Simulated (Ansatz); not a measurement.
**AlHF (doublet): PBE, r2SCAN, PBE0, B3LYP, wB97M-V, B2PLYP, RPA-PBE over vertical spin and charge gaps, cc-pVTZ**

How well do these functionals follow the top wave-function level for AlHF (doublet) over vertical spin and charge gaps?

Computed with Ansatz 0.2.0, Gaussian basis. Level: cc-pVTZ, all electrons in the functionals, frozen cores in the correlation of double hybrids and RPA.

To be run: PBE, r2SCAN, PBE0, B3LYP, wB97M-V, B2PLYP, RPA-PBE, at charge 0, doublet; charge 0, quartet; charge 1, singlet; charge 1, triplet.

12 further runs of the same task are left out: 8 for a known fault of the program, 4 set aside as unsound or not needed.

## (1) The system

The geometry is a PBE0/def2-TZVP stationary point (not a proven minimum).

3 atoms, charge 0, spin multiplicity 2.

Atoms are counted from 1 here; the program's logs count them from 0.

Bond lengths: Al1–F2 1.656 Å, Al1–H3 1.607 Å. Angles: F2–Al1–H3 115.4°.

No dispersion term is added; wB97M-V holds VV10 nonlocal correlation. B3LYP takes the VWN-RPA correlation.

The geometry shown and the zero of energy belong to the point charge 0, doublet. The yardstick, UCCSDT(Q), and other wave-function levels (R restricted, U unrestricted, valence and pair active spaces) come from earlier runs.

## (2) PBE, charge 0, doublet

Contents of in.yaml:

```yaml
crystal:
  periodic: [false, false, false]
  atoms:
    - {symbol: Al, position_ang: [0.000000, -0.115297, 0.645226]}
    - {symbol: F, position_ang: [0.000000, 0.098231, -0.996846]}
    - {symbol: H, position_ang: [0.000000, 1.234843, 1.517246]}
basis:
  gaussian: {orbitals: cc-pVTZ}
magnetization: {spin_polarized: true, initial_magnetization: 1}
hamiltonian: {xc: {name: PBE}}
output: {orbitals: {seedname: orbitals}}
```

On the command line:

```console
$ ansatz run in.yaml --threads 1 --pin off --events-out ev --progress --plain --max-ram 4096MiB --backend cpu
```

Output, cut to the lines that bear on the results:

```text
Functional definition: PBE
  name "PBE"
  cite "Perdew, Burke & Ernzerhof, Phys. Rev. Lett. 77, 3865 (1996) doi:10.1103/PhysRevLett.77.3865"
  parent pbe
[...]
479 factors; their error is unknown
[...]
mean field -9325.44206219 eV, -342.7036747740 hartree, gradient 1.4e-5 eV, S^2 0.752277; 0 other end points of the search recorded, 0 dependent functions left out
reference -9325.44209903 eV, -342.7036761276 hartree; 12, 11 occupied and 66, 67 virtual orbitals, 479 factors
Total energy: -9325.44209903 eV, -342.7036761276 hartree
```

Wall time 1.3 s (1 thread of AMD EPYC 7R13, shared host).

From the report: ⟨S²⟩ of the determinant 0.752 (pure doublet: 0.75).

## (3) PBE, charge 0, quartet

Changes to in.yaml since step 2:

```diff
@@ -8,3 +8,3 @@
   gaussian: {orbitals: cc-pVTZ}
-magnetization: {spin_polarized: true, initial_magnetization: 1}
+magnetization: {spin_polarized: true, initial_magnetization: 3}
 hamiltonian: {xc: {name: PBE}}
```

Same command.

Output, cut to the lines that bear on the results:

```text
Functional definition: PBE
  name "PBE"
  cite "Perdew, Burke & Ernzerhof, Phys. Rev. Lett. 77, 3865 (1996) doi:10.1103/PhysRevLett.77.3865"
  parent pbe
[...]
479 factors; their error is unknown
[...]
mean field -9319.68512526 eV, -342.4921112438 hartree, gradient 1.7e-5 eV, S^2 3.751600; 4 other end points of the search recorded, 0 dependent functions left out
reference -9319.68516663 eV, -342.4921127643 hartree; 13, 10 occupied and 65, 68 virtual orbitals, 479 factors
Total energy: -9319.68516663 eV, -342.4921127643 hartree
```

Run time: 2.9 s. Hardware: 1 thread of AMD EPYC 7R13, shared host.

From the report: ⟨S²⟩ of the determinant 3.752 (pure quartet: 3.75).

From charge 0, doublet: +5.757 eV.

## (4) PBE, charge 1, singlet

Changes to in.yaml since step 3:

```diff
@@ -8,3 +8,3 @@
   gaussian: {orbitals: cc-pVTZ}
-magnetization: {spin_polarized: true, initial_magnetization: 3}
+total_charge: 1
 hamiltonian: {xc: {name: PBE}}
```

Launched as before.

Output, cut to the lines that bear on the results:

```text
Functional definition: PBE
  name "PBE"
  cite "Perdew, Burke & Ernzerhof, Phys. Rev. Lett. 77, 3865 (1996) doi:10.1103/PhysRevLett.77.3865"
  parent pbe
[...]
479 factors; their error is unknown
[...]
mean field -9316.96087238 eV, -342.3919967970 hartree, gradient 3.6e-5 eV, S^2 0.000000; 0 other end points of the search recorded, 0 dependent functions left out
reference -9316.96091032 eV, -342.3919981913 hartree; 11, 11 occupied and 67, 67 virtual orbitals, 479 factors
Total energy: -9316.96091032 eV, -342.3919981913 hartree
```

It took 0.61 s on 1 thread of AMD EPYC 7R13, shared host.

From charge 0, doublet: +8.481 eV.

## (5) PBE, charge 1, triplet

Changes to in.yaml since step 4:

```diff
@@ -9,2 +9,3 @@
 total_charge: 1
+magnetization: {spin_polarized: true, initial_magnetization: 2}
 hamiltonian: {xc: {name: PBE}}
```

Launched as before.

Output, cut to the lines that bear on the results:

```text
Functional definition: PBE
  name "PBE"
  cite "Perdew, Burke & Ernzerhof, Phys. Rev. Lett. 77, 3865 (1996) doi:10.1103/PhysRevLett.77.3865"
  parent pbe
[...]
479 factors; their error is unknown
[...]
mean field -9313.24059723 eV, -342.2552792069 hartree, gradient 5.4e-6 eV, S^2 2.003620; 4 other end points of the search recorded, 0 dependent functions left out
reference -9313.24063477 eV, -342.2552805866 hartree; 12, 10 occupied and 66, 68 virtual orbitals, 479 factors
Total energy: -9313.24063477 eV, -342.2552805866 hartree
```

Wall time 2.9 s (1 thread of AMD EPYC 7R13, shared host).

From the report: ⟨S²⟩ of the determinant 2.004 (pure triplet: 2.00).

From charge 0, doublet: +12.201 eV.

## (6) r2SCAN, charge 0, doublet

Contents of in.yaml:

```yaml
crystal:
  periodic: [false, false, false]
  atoms:
    - {symbol: Al, position_ang: [0.000000, -0.115297, 0.645226]}
    - {symbol: F, position_ang: [0.000000, 0.098231, -0.996846]}
    - {symbol: H, position_ang: [0.000000, 1.234843, 1.517246]}
basis:
  gaussian: {orbitals: cc-pVTZ}
magnetization: {spin_polarized: true, initial_magnetization: 1}
hamiltonian: {xc: {name: r2SCAN}}
output: {forces: true}
```

Same command.

Output:

```text
Functional definition: r2SCAN
  name "r2SCAN"
  cite "Furness, Kaplan, Ning, Perdew & Sun, J. Phys. Chem. Lett. 11, 8208 (2020) doi:10.1021/acs.jpclett.0c02405"
  cite "Furness, Kaplan, Ning, Perdew & Sun, J. Phys. Chem. Lett. 11, 9248 (2020) doi:10.1021/acs.jpclett.0c03077"
  parent r2scan
  parameter k0 = 0.174
  parameter k1 = 0.065
  parameter a1 = 4.9479
  exchange = r2scan_x(k0 = k0, k1 = k1, a1 = a1)
  correlation = r2scan_c
479 factors; their error is unknown
mean field evaluation 1: about -9327.3232 eV, gradient 2.9e1 eV
mean field evaluation 2: about -9309.9282 eV, gradient 7.9e1 eV
mean field evaluation 4: about -9330.0077 eV, gradient 2.0e0 eV
mean field evaluation 8: about -9330.0191 eV, gradient 3.8e-2 eV
mean field -9330.01915570 eV, -342.8718798577 hartree, gradient 7.8e-5 eV, S^2 0.754736; 0 other end points of the search recorded, 0 dependent functions left out
the calculation of the forces begins
reference -9330.01917120 eV, -342.8718804274 hartree; 12, 11 occupied and 66, 67 virtual orbitals, 479 factors
Total energy: -9330.01917120 eV, -342.8718804274 hartree
Atom 0 at     0.000000    -0.115297     0.645226 Å, force     0.000000    -0.073971     0.339003 eV/Å
Atom 1 at     0.000000     0.098231    -0.996846 Å, force    -0.000000     0.048333    -0.352531 eV/Å
Atom 2 at     0.000000     1.234843     1.517246 Å, force    -0.000000     0.025638     0.013528 eV/Å
Dipole moment:    -0.000000    -0.112562     0.282451 e Å
```

Wall time 2.3 s (1 thread of AMD EPYC 7R13, shared host).

From the report: ⟨S²⟩ of the determinant 0.755 (pure doublet: 0.75).

## (7) r2SCAN, charge 0, quartet

Changes to in.yaml since step 6:

```diff
@@ -8,3 +8,3 @@
   gaussian: {orbitals: cc-pVTZ}
-magnetization: {spin_polarized: true, initial_magnetization: 1}
+magnetization: {spin_polarized: true, initial_magnetization: 3}
 hamiltonian: {xc: {name: r2SCAN}}
```

Same command.

Output:

```text
Functional definition: r2SCAN
  name "r2SCAN"
  cite "Furness, Kaplan, Ning, Perdew & Sun, J. Phys. Chem. Lett. 11, 8208 (2020) doi:10.1021/acs.jpclett.0c02405"
  cite "Furness, Kaplan, Ning, Perdew & Sun, J. Phys. Chem. Lett. 11, 9248 (2020) doi:10.1021/acs.jpclett.0c03077"
  parent r2scan
  parameter k0 = 0.174
  parameter k1 = 0.065
  parameter a1 = 4.9479
  exchange = r2scan_x(k0 = k0, k1 = k1, a1 = a1)
  correlation = r2scan_c
479 factors; their error is unknown
mean field evaluation 1: about -9322.3793 eV, gradient 2.5e1 eV
mean field evaluation 2: about -9299.4877 eV, gradient 7.7e1 eV
mean field evaluation 4: about -9324.2853 eV, gradient 3.8e0 eV
mean field evaluation 8: about -9324.3565 eV, gradient 9.9e-2 eV
mean field evaluation 16: about -9324.3414 eV, gradient 1.5e-4 eV
mean field evaluation 32: about -9324.1125 eV, gradient 5.6e0 eV
mean field -9324.34140931 eV, -342.6632265264 hartree, gradient 4.8e-6 eV, S^2 3.752784; 4 other end points of the search recorded, 0 dependent functions left out
the calculation of the forces begins
reference -9324.34142651 eV, -342.6632271588 hartree; 13, 10 occupied and 65, 68 virtual orbitals, 479 factors
Total energy: -9324.34142651 eV, -342.6632271588 hartree
Atom 0 at     0.000000    -0.115297     0.645226 Å, force     0.000000    -3.633678    -0.210844 eV/Å
Atom 1 at     0.000000     0.098231    -0.996846 Å, force    -0.000000     0.740060    -0.900386 eV/Å
Atom 2 at     0.000000     1.234843     1.517246 Å, force    -0.000000     2.893617     1.111231 eV/Å
Dipole moment:     0.000000     0.292794     0.377123 e Å
```

Wall time 8 s (1 thread of AMD EPYC 7R13, shared host).

From the report: ⟨S²⟩ of the determinant 3.753 (pure quartet: 3.75).

From charge 0, doublet: +5.678 eV.

## (8) r2SCAN, charge 1, singlet

Changes to in.yaml since step 7:

```diff
@@ -8,3 +8,3 @@
   gaussian: {orbitals: cc-pVTZ}
-magnetization: {spin_polarized: true, initial_magnetization: 3}
+total_charge: 1
 hamiltonian: {xc: {name: r2SCAN}}
```

Same command.

Output, cut to the lines that bear on the results:

```text
Functional definition: r2SCAN
  name "r2SCAN"
  cite "Furness, Kaplan, Ning, Perdew & Sun, J. Phys. Chem. Lett. 11, 8208 (2020) doi:10.1021/acs.jpclett.0c02405"
  cite "Furness, Kaplan, Ning, Perdew & Sun, J. Phys. Chem. Lett. 11, 9248 (2020) doi:10.1021/acs.jpclett.0c03077"
  parent r2scan
[...]
479 factors; their error is unknown
[...]
reference -9321.37548940 eV, -342.5542309801 hartree; 11, 11 occupied and 67, 67 virtual orbitals, 479 factors
Total energy: -9321.37548940 eV, -342.5542309801 hartree
Atom 0 at     0.000000    -0.115297     0.645226 Å, force    -0.000000     1.901308    -1.612251 eV/Å
Atom 1 at     0.000000     0.098231    -0.996846 Å, force    -0.000000    -0.978403     1.209690 eV/Å
Atom 2 at     0.000000     1.234843     1.517246 Å, force    -0.000000    -0.922905     0.402561 eV/Å
Dipole moment:     0.000000    -0.482544     1.103197 e Å
```

It took 1.4 s on 1 thread of AMD EPYC 7R13, shared host.

From charge 0, doublet: +8.644 eV.

## (9) r2SCAN, charge 1, triplet

Changes to in.yaml since step 8:

```diff
@@ -9,3 +9,3 @@
 total_charge: 1
+magnetization: {spin_polarized: true, initial_magnetization: 2}
 hamiltonian: {xc: {name: r2SCAN}}
-output: {forces: true}
```

Launched as before.

Output, cut to the lines that bear on the results:

```text
Functional definition: r2SCAN
  name "r2SCAN"
  cite "Furness, Kaplan, Ning, Perdew & Sun, J. Phys. Chem. Lett. 11, 8208 (2020) doi:10.1021/acs.jpclett.0c02405"
  cite "Furness, Kaplan, Ning, Perdew & Sun, J. Phys. Chem. Lett. 11, 9248 (2020) doi:10.1021/acs.jpclett.0c03077"
  parent r2scan
[...]
479 factors; their error is unknown
[...]
mean field -9317.78272310 eV, -342.4221992540 hartree, gradient 4.1e-6 eV, S^2 2.006565; 4 other end points of the search recorded, 0 dependent functions left out
reference -9317.78273841 eV, -342.4221998168 hartree; 12, 10 occupied and 66, 68 virtual orbitals, 479 factors
Total energy: -9317.78273841 eV, -342.4221998168 hartree
```

Run time: 7 s. Hardware: 1 thread of AMD EPYC 7R13, shared host.

From the report: ⟨S²⟩ of the determinant 2.007 (pure triplet: 2.00).

From charge 0, doublet: +12.236 eV.

## (10) PBE0, charge 0, doublet

Changes to in.yaml since step 9:

```diff
@@ -8,4 +8,4 @@
   gaussian: {orbitals: cc-pVTZ}
-total_charge: 1
-magnetization: {spin_polarized: true, initial_magnetization: 2}
-hamiltonian: {xc: {name: r2SCAN}}
+magnetization: {spin_polarized: true, initial_magnetization: 1}
+hamiltonian: {xc: {name: PBE0}}
+output: {forces: true, orbitals: {seedname: orbitals}}
```

The command is unchanged.

Output, cut to the lines that bear on the results:

```text
Functional definition: PBE0
  name "PBE0"
  cite "Adamo & Barone, J. Chem. Phys. 110, 6158 (1999) doi:10.1063/1.478522"
  cite "Perdew, Burke & Ernzerhof, Phys. Rev. Lett. 77, 3865 (1996) doi:10.1103/PhysRevLett.77.3865"
  parent pbe
[...]
491 factors; their error is unknown
[...]
mean field -9326.06651232 eV, -342.7266228930 hartree, gradient 1.5e-5 eV, S^2 0.753385; 0 other end points of the search recorded, 0 dependent functions left out
[...]
reference -9326.06654021 eV, -342.7266239178 hartree; 12, 11 occupied and 66, 67 virtual orbitals, 491 factors
Total energy: -9326.06654021 eV, -342.7266239178 hartree
Atom 0 at     0.000000    -0.115297     0.645226 Å, force    -0.000000    -0.071988     0.299986 eV/Å
Atom 1 at     0.000000     0.098231    -0.996846 Å, force     0.000000     0.039996    -0.323105 eV/Å
Atom 2 at     0.000000     1.234843     1.517246 Å, force     0.000000     0.031993     0.023119 eV/Å
Dipole moment:    -0.000000    -0.107806     0.301628 e Å
```

Wall time 1.3 s (1 thread of AMD EPYC 7R13, shared host).

From the report: ⟨S²⟩ of the determinant 0.753 (pure doublet: 0.75).

## (11) PBE0, charge 0, quartet

Changes to in.yaml since step 10:

```diff
@@ -8,3 +8,3 @@
   gaussian: {orbitals: cc-pVTZ}
-magnetization: {spin_polarized: true, initial_magnetization: 1}
+magnetization: {spin_polarized: true, initial_magnetization: 3}
 hamiltonian: {xc: {name: PBE0}}
```

Launched as before.

Output, cut to the lines that bear on the results:

```text
Functional definition: PBE0
  name "PBE0"
  cite "Adamo & Barone, J. Chem. Phys. 110, 6158 (1999) doi:10.1063/1.478522"
  cite "Perdew, Burke & Ernzerhof, Phys. Rev. Lett. 77, 3865 (1996) doi:10.1103/PhysRevLett.77.3865"
  parent pbe
[...]
491 factors; their error is unknown
[...]
mean field -9320.25741827 eV, -342.5131426240 hartree, gradient 1.7e-5 eV, S^2 3.751540; 0 other end points of the search recorded, 0 dependent functions left out
[...]
reference -9320.25744978 eV, -342.5131437819 hartree; 13, 10 occupied and 65, 68 virtual orbitals, 491 factors
Total energy: -9320.25744978 eV, -342.5131437819 hartree
Atom 0 at     0.000000    -0.115297     0.645226 Å, force    -0.000000    -3.727451    -0.640875 eV/Å
Atom 1 at     0.000000     0.098231    -0.996846 Å, force    -0.000000     0.654600    -0.650544 eV/Å
Atom 2 at     0.000000     1.234843     1.517246 Å, force     0.000000     3.072851     1.291419 eV/Å
Dipole moment:     0.000000     0.311475     0.428478 e Å
```

It took 1.4 s on 1 thread of AMD EPYC 7R13, shared host.

From the report: ⟨S²⟩ of the determinant 3.752 (pure quartet: 3.75).

From charge 0, doublet: +5.809 eV.

## (12) PBE0, charge 1, singlet

Changes to in.yaml since step 11:

```diff
@@ -8,3 +8,3 @@
   gaussian: {orbitals: cc-pVTZ}
-magnetization: {spin_polarized: true, initial_magnetization: 3}
+total_charge: 1
 hamiltonian: {xc: {name: PBE0}}
```

The command is unchanged.

Output, cut to the lines that bear on the results:

```text
Functional definition: PBE0
  name "PBE0"
  cite "Adamo & Barone, J. Chem. Phys. 110, 6158 (1999) doi:10.1063/1.478522"
  cite "Perdew, Burke & Ernzerhof, Phys. Rev. Lett. 77, 3865 (1996) doi:10.1103/PhysRevLett.77.3865"
  parent pbe
[...]
491 factors; their error is unknown
[...]
mean field -9317.44903345 eV, -342.4099363854 hartree, gradient 3.2e-5 eV, S^2 0.000000; 0 other end points of the search recorded, 0 dependent functions left out
[...]
reference -9317.44906210 eV, -342.4099374385 hartree; 11, 11 occupied and 67, 67 virtual orbitals, 491 factors
Total energy: -9317.44906210 eV, -342.4099374385 hartree
Atom 0 at     0.000000    -0.115297     0.645226 Å, force    -0.000000     1.908982    -1.717103 eV/Å
Atom 1 at     0.000000     0.098231    -0.996846 Å, force     0.000000    -0.998136     1.296482 eV/Å
Atom 2 at     0.000000     1.234843     1.517246 Å, force     0.000000    -0.910846     0.420621 eV/Å
Dipole moment:     0.000000    -0.480171     1.129686 e Å
```

Wall time 0.82 s (1 thread of AMD EPYC 7R13, shared host).

From charge 0, doublet: +8.617 eV.

## (13) PBE0, charge 1, triplet

Changes to in.yaml since step 12:

```diff
@@ -9,3 +9,4 @@
 total_charge: 1
+magnetization: {spin_polarized: true, initial_magnetization: 2}
 hamiltonian: {xc: {name: PBE0}}
-output: {forces: true, orbitals: {seedname: orbitals}}
+output: {orbitals: {seedname: orbitals}}
```

Launched as before.

Output, cut to the lines that bear on the results:

```text
Functional definition: PBE0
  name "PBE0"
  cite "Adamo & Barone, J. Chem. Phys. 110, 6158 (1999) doi:10.1063/1.478522"
  cite "Perdew, Burke & Ernzerhof, Phys. Rev. Lett. 77, 3865 (1996) doi:10.1103/PhysRevLett.77.3865"
  parent pbe
[...]
491 factors; their error is unknown
[...]
mean field -9313.68716427 eV, -342.2716902429 hartree, gradient 9.7e-6 eV, S^2 2.005181; 2 other end points of the search recorded, 0 dependent functions left out
reference -9313.68719252 eV, -342.2716912812 hartree; 12, 10 occupied and 66, 68 virtual orbitals, 491 factors
Total energy: -9313.68719252 eV, -342.2716912812 hartree
```

Wall time 1.4 s (1 thread of AMD EPYC 7R13, shared host).

From the report: ⟨S²⟩ of the determinant 2.005 (pure triplet: 2.00).

From charge 0, doublet: +12.379 eV.

## (14) B3LYP, charge 0, doublet

Changes to in.yaml since step 13:

```diff
@@ -8,5 +8,3 @@
   gaussian: {orbitals: cc-pVTZ}
-total_charge: 1
-magnetization: {spin_polarized: true, initial_magnetization: 2}
-hamiltonian: {xc: {name: PBE0}}
-output: {orbitals: {seedname: orbitals}}
+magnetization: {spin_polarized: true, initial_magnetization: 1}
+hamiltonian: {xc: {name: B3LYP}}
```

Launched as before.

Output, cut to the lines that bear on the results:

```text
Functional definition: B3LYP
  name "B3LYP"
  cite "Stephens, Devlin, Chabalowski & Frisch, J. Phys. Chem. 98, 11623 (1994) doi:10.1021/j100096a001"
  cite "Becke, Phys. Rev. A 38, 3098 (1988) doi:10.1103/PhysRevA.38.3098"
  cite "Lee, Yang & Parr, Phys. Rev. B 37, 785 (1988) doi:10.1103/PhysRevB.37.785"
  cite "Vosko, Wilk & Nusair, Can. J. Phys. 58, 1200 (1980) doi:10.1139/p80-159"
[...]
491 factors; their error is unknown
[...]
mean field -9332.52022401 eV, -342.9637924231 hartree, gradient 3.7e-5 eV, S^2 0.753205; 0 other end points of the search recorded, 0 dependent functions left out
reference -9332.52042196 eV, -342.9637996973 hartree; 12, 11 occupied and 66, 67 virtual orbitals, 491 factors
Total energy: -9332.52042196 eV, -342.9637996973 hartree
```

It took 1.1 s on 1 thread of AMD EPYC 7R13, shared host.

From the report: ⟨S²⟩ of the determinant 0.753 (pure doublet: 0.75).

## (15) B3LYP, charge 0, quartet

Changes to in.yaml since step 14:

```diff
@@ -8,3 +8,3 @@
   gaussian: {orbitals: cc-pVTZ}
-magnetization: {spin_polarized: true, initial_magnetization: 1}
+magnetization: {spin_polarized: true, initial_magnetization: 3}
 hamiltonian: {xc: {name: B3LYP}}
```

The command is unchanged.

Output, cut to the lines that bear on the results:

```text
Functional definition: B3LYP
  name "B3LYP"
  cite "Stephens, Devlin, Chabalowski & Frisch, J. Phys. Chem. 98, 11623 (1994) doi:10.1021/j100096a001"
  cite "Becke, Phys. Rev. A 38, 3098 (1988) doi:10.1103/PhysRevA.38.3098"
  cite "Lee, Yang & Parr, Phys. Rev. B 37, 785 (1988) doi:10.1103/PhysRevB.37.785"
  cite "Vosko, Wilk & Nusair, Can. J. Phys. 58, 1200 (1980) doi:10.1139/p80-159"
[...]
491 factors; their error is unknown
[...]
mean field -9326.41797542 eV, -342.7395389237 hartree, gradient 1.1e-5 eV, S^2 3.752513; 0 other end points of the search recorded, 0 dependent functions left out
reference -9326.41818379 eV, -342.7395465809 hartree; 13, 10 occupied and 65, 68 virtual orbitals, 491 factors
Total energy: -9326.41818379 eV, -342.7395465809 hartree
```

Wall time 1.2 s (1 thread of AMD EPYC 7R13, shared host).

From the report: ⟨S²⟩ of the determinant 3.753 (pure quartet: 3.75).

From charge 0, doublet: +6.102 eV.

## (16) B3LYP, charge 1, singlet

Changes to in.yaml since step 15:

```diff
@@ -8,3 +8,3 @@
   gaussian: {orbitals: cc-pVTZ}
-magnetization: {spin_polarized: true, initial_magnetization: 3}
+total_charge: 1
 hamiltonian: {xc: {name: B3LYP}}
```

Launched as before.

Output, cut to the lines that bear on the results:

```text
Functional definition: B3LYP
  name "B3LYP"
  cite "Stephens, Devlin, Chabalowski & Frisch, J. Phys. Chem. 98, 11623 (1994) doi:10.1021/j100096a001"
  cite "Becke, Phys. Rev. A 38, 3098 (1988) doi:10.1103/PhysRevA.38.3098"
  cite "Lee, Yang & Parr, Phys. Rev. B 37, 785 (1988) doi:10.1103/PhysRevB.37.785"
  cite "Vosko, Wilk & Nusair, Can. J. Phys. 58, 1200 (1980) doi:10.1139/p80-159"
[...]
491 factors; their error is unknown
[...]
mean field -9323.88908366 eV, -342.6466038655 hartree, gradient 2.7e-5 eV, S^2 0.000000; 0 other end points of the search recorded, 0 dependent functions left out
reference -9323.88928177 eV, -342.6466111458 hartree; 11, 11 occupied and 67, 67 virtual orbitals, 491 factors
Total energy: -9323.88928177 eV, -342.6466111458 hartree
```

Wall time 0.7 s (1 thread of AMD EPYC 7R13, shared host).

From charge 0, doublet: +8.631 eV.

## (17) B3LYP, charge 1, triplet

Changes to in.yaml since step 16:

```diff
@@ -9,2 +9,3 @@
 total_charge: 1
+magnetization: {spin_polarized: true, initial_magnetization: 2}
 hamiltonian: {xc: {name: B3LYP}}
```

Launched as before.

Output, cut to the lines that bear on the results:

```text
Functional definition: B3LYP
  name "B3LYP"
  cite "Stephens, Devlin, Chabalowski & Frisch, J. Phys. Chem. 98, 11623 (1994) doi:10.1021/j100096a001"
  cite "Becke, Phys. Rev. A 38, 3098 (1988) doi:10.1103/PhysRevA.38.3098"
  cite "Lee, Yang & Parr, Phys. Rev. B 37, 785 (1988) doi:10.1103/PhysRevB.37.785"
  cite "Vosko, Wilk & Nusair, Can. J. Phys. 58, 1200 (1980) doi:10.1139/p80-159"
[...]
491 factors; their error is unknown
[...]
mean field -9320.02694790 eV, -342.5046729941 hartree, gradient 1.1e-5 eV, S^2 2.005944; 3 other end points of the search recorded, 0 dependent functions left out
reference -9320.02713774 eV, -342.5046799706 hartree; 12, 10 occupied and 66, 68 virtual orbitals, 491 factors
Total energy: -9320.02713774 eV, -342.5046799706 hartree
```

Wall time 1.6 s (1 thread of AMD EPYC 7R13, shared host).

From the report: ⟨S²⟩ of the determinant 2.006 (pure triplet: 2.00).

From charge 0, doublet: +12.493 eV.

(Part 1 of 2 ends here.)
